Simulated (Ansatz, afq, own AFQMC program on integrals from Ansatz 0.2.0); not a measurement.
# SiH₂O, singlet: energetics from AFQMC and coupled cluster

| atom | x (Å) | y (Å) | z (Å) |
| --- | --- | --- | --- |
| Si | 0.0000 | 0.0000 | 0.4897 |
| O | 0.0000 | 0.0000 | -1.0261 |
| H | 0.0000 | 1.2309 | 1.3214 |
| H | 0.0000 | -1.2309 | 1.3214 |

Geometry: a PBE0/def2-TZVP stationary point, not shown to be a minimum. Basis cc-pVDZ. Only valence electrons are correlated. AFQMC by an in-house program on the Cholesky factors that Ansatz 0.2.0 writes for its CCSD(T) run. ph-AFQMC/CISD is guided by a CISD state made of CCSD amplitudes; releasing the constraint for a short imaginary time cuts its bias at the price of noise, slowly where states lie close. ± is one standard error of the sampling.

Best estimates are CCSD(T) at the basis-set limit (def2-TZVPP/QZVPP) plus the step from CCSD(T) to the highest rung at hand in cc-pVDZ, named in the table (released AFQMC can keep some 10 meV of bias). No zero-point, core-correlation or spin–orbit terms. Other levels are in cc-pVDZ, the functionals in def2-TZVP; a dash marks a level that is missing or breaks spin symmetry for a member.

Cautions: SiH₂O (singlet): raised T1 diagnostic (T1 0.025, weight of the determinant 0.88, largest double 0.09); SiH₂O (triplet): another spin lies lower; row 1: core correlation is missing, and it shifts such a gap most where an s electron is promoted.

```json
{"process": "to charge +0, triplet (vertical)", "best estimate (kJ/mol)": "394", "highest rung": "CCSDT(Q)"}
{"process": "to free atoms", "best estimate (kJ/mol)": "1279", "highest rung": "CCSDT(Q)"}
```

Errors against the best estimates in kJ/mol, the processes numbered in the order above:

```tsv
level	error, 1	error, 2
MP2	33	-154
CCSD(T)	-10	-185
ph-AFQMC/CISD	-9 ± 2	-181 ± 2
CCSD(T)/CBS	-1	-4
PBE	-38	-5
r2SCAN	-51	-15
PBE0	-44	-51
B3LYP	-29	-22
wB97M-V	-11	-12
B2PLYP	-2	-23
```

Cost at the first geometry: PBE0/cc-pVDZ, 0.94 s on 1 thread of Intel(R) Xeon(R) 6975P-C (Granite Rapids), on a shared host; RCCSD(T)/cc-pVDZ, 0.42 s on 1 thread of Intel(R) Xeon(R) 6975P-C (Granite Rapids) (shared host); CCSDT(Q), 4 s on 1 thread of Intel(R) Xeon(R) 6975P-C (Granite Rapids), with other jobs on the host; ph-AFQMC/CISD with release, 3.6 min on 1 thread of Intel(R) Xeon(R) 6975P-C (Granite Rapids), with other jobs on the host.

Best estimates are given only where the step beyond CCSD(T) is under 0.3 eV and no member's determinant is very poor (T1 over 0.05, or 0.07 for open shells, ⟨S²⟩ too high by 0.3, two states mixed), so the hardest cases are missing from such tables.

The functionals ran in a triple-zeta set and keep a basis error of their own, a few kJ/mol for each bond in atomization energies and more for double hybrids, so close places among them and the extrapolated levels can swap.

CCSDT and higher add their correlation energy to the determinant of the CCSD(T) run, since their own runs factorise the integrals more tightly (a shift of under 2 meV). Each member of a difference takes its own highest rung, so a best estimate needn't equal the limit plus the step of one row. A walk keeps the symmetry of its determinant, which the program's search chose and which needn't be the lowest solution, so a lower state of the same spin and another symmetry isn't excluded.
